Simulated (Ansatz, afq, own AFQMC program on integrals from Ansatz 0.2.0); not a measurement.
## CH2⁻, doublet in aug-cc-pVDZ, levels against CCSDT(Q)

```
atom   x (Å)    y (Å)    z (Å)
   C  0.0000  -0.1088   0.0071
   H  0.0000   0.6887  -0.9594
   H  0.0000   0.6073   0.8750
```

Basis aug-cc-pVDZ. Only valence electrons are correlated. Ansatz 0.2.0 and our own AFQMC program on the same integrals; the CISD trial comes from CCSD amplitudes, and released means the phaseless constraint is let go. Error bars are statistical, one sigma.

Determinant: UHF, the one that the program's search chose, which needn't be the lowest solution. The geometry is a point of a scan.

No full CI on the walks' own integrals is used here; CCSDT(Q) serves as the reference and is uncertain by about the last step of the cluster series.

Cautions: the ph-AFQMC/HF walk drifts between its halves (3.0 errors).

The T1 diagnostic is 0.0218, the weight of the determinant in the CISD state is 0.907 and the ⟨S²⟩ of the determinant is 0.768. The size of the correlated space is 7 electrons in 40 orbitals.

Reference: CCSDT(Q), correlation energy -4.788 eV. The released energy is read at 2.40 1/Eh (meV from the phaseless value at times in 1/Eh: -10 ± 10 at 0.24, -12 ± 10 at 0.51, -15 ± 9 at 0.99, -18 ± 12 at 1.62, -11 ± 12 at 2.40).

```tsv
level	E − E(reference) (kJ/mol)	share of correlation (%)
HF	461.9	0.00
MP2	75.7	83.60
CCSD	19.4	95.81
CCSD(T)	3.3	99.29
CCSDT	1.0	99.78
ph-AFQMC/HF	0.0 ± 4.4	100.00
ph-AFQMC/CISD	1.7 ± 1.2	99.64
released AFQMC	0.6 ± 1.1	99.87
```

A walk keeps the symmetry of its determinant, which the program's search chose and which needn't be the lowest solution, so a lower state of the same spin and another symmetry isn't excluded. Released energies are given only where the last usable release times agree within the noise; a slower fall can still hide under it.
